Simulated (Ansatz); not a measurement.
Two isomers of B2H5N: A = `BBN`, B = `BNB`.

Gas-phase electronic energies from Ansatz, PBE0-D4/def2-TZVP geometries. CCSD(T)/CBS is the MP2 limit (def2-TZVPP, def2-QZVPP) plus CCSD(T) − MP2 in def2-TZVPP, frozen cores. DFT in def2-TZVPP. B3LYP here is the variant with VWN-RPA as its local correlation; programs differ in this. One conformer a species, not always the lowest.

Which is lower in electronic energy at CCSD(T)/CBS, and by how much? (Best estimate.)

Ansatz gave: B, by 30.6 kcal/mol.

Give E(B) − E(A) in kcal/mol with LDA (SPW92), HF/def2-TZVPP, B2PLYP, PBE0-D4, CCSD(T)/def2-TZVPP, CCSD/def2-TZVPP, B3LYP-D4. (Best estimate.)

Ansatz gave: LDA (SPW92) -28.2, HF/def2-TZVPP -32.7, B2PLYP -31.0, PBE0-D4 -28.5, CCSD(T)/def2-TZVPP -30.8, CCSD/def2-TZVPP -30.7, B3LYP-D4 -30.1. None reverses the order clearly.

Does the order hold for the free energy at 298.15 K (harmonic terms from PBE0-D4)? (Estimate.)

Ansatz gave: Yes: G(B) − G(A) = -29.5 kcal/mol, for one conformer each.

Largest T1 diagnostic: 0.013.

Leaving LDA and LC-ωPBE aside and taking each functional with its dispersion term where it has one, the values, not all of them listed here, spread over 4.0 kcal/mol, from BHLYP-D4 to PBE-D4. LDA lies −0.9 kcal/mol from PBE without D4. From PBE to PBE0 (25 % exact exchange), in def2-TZVPP and without D4, E(B) − E(A) moves by −1.1 kcal/mol.
